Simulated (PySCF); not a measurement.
**Fluoroacetylene in a uniform electric field**

Fluoroacetylene, C2HF.
Structure used (GFN2-xTB), in Å, numbered top down from 1:
```
atom  x, y, z in Å
C1    -0.6237    0.0246   -0.0312
C2     0.5159   -0.0184   -0.3796
F3     1.7425   -0.0665   -0.7541
H4    -1.6245    0.0652    0.2705
```

Level: CAM-B3LYP/def2-SVPD (PySCF); nuclei fixed, core orbitals frozen in the response. Permanent dipole (-0.740, 0.031, 0.222) D (1 au = 2.5417 D). Static polarisability (au):

```
x   31.08 -0.50 -4.03
y   -0.50 17.92  0.15
z   -4.03  0.15 19.13
```

Only the terms in μ and α are kept: μ(F) = μ + αF and ΔE = −μ·F − ½ F·αF.

Question: What do fields of 0.103 V/Å (0.002 au) along the six axis directions do?

Answer: 
| field along | induced x (D) | induced y (D) | induced z (D) | total size (D) | −μ·F (kJ/mol) | −½F·αF (kJ/mol) |
| --- | --- | --- | --- | --- | --- | --- |
| +x | 0.158 | -0.003 | -0.020 | 0.617 | +1.529 | -0.163 |
| −x | -0.158 | 0.003 | 0.020 | 0.931 | -1.529 | -0.163 |
| +y | -0.003 | 0.091 | 0.001 | 0.785 | -0.064 | -0.094 |
| −y | 0.003 | -0.091 | -0.001 | 0.772 | +0.064 | -0.094 |
| +z | -0.020 | 0.001 | 0.097 | 0.825 | -0.459 | -0.100 |
| −z | 0.020 | -0.001 | -0.097 | 0.731 | +0.459 | -0.100 |

Question: For the field (-0.0016, 0.0018, 0.0004) au, what is the induced dipole, and what angle does it make with the field?

Answer: αF = (-0.133, 0.084, 0.037) D, at 16.1° to the field. The polarisability along this direction, F·αF/F², is 24.99 au, against a mean of 22.71 au.

Question: At what field along the permanent dipole would the induced dipole along it equal the permanent one, in this linear picture?

Answer: The polarisability along the dipole is 32.33 au, so F = 0.3042 au / 32.33 au = 0.0094 au = 0.48 V/Å; higher-order terms are ignored.

Question: What field makes μF equal to kT at 298 K?

Answer: kT = 0.9437 × 10⁻³ Eh, so F = 0.0031 au = 16 MV/cm.

Question: Induction energy −ᾱe²/2R⁴ of a unit charge at 15 Å, the molecule taken as a point?

Answer: R = 28.35 bohr, so the energy is −22.7/(2 × 28.35⁴) Eh = -0.0462 kJ/mol. The charge–dipole term at its most favourable orientation, −μe/R², is -0.994 kJ/mol.

Geometry: GFN2-xTB; no solvent, vibrations or thermal averaging.
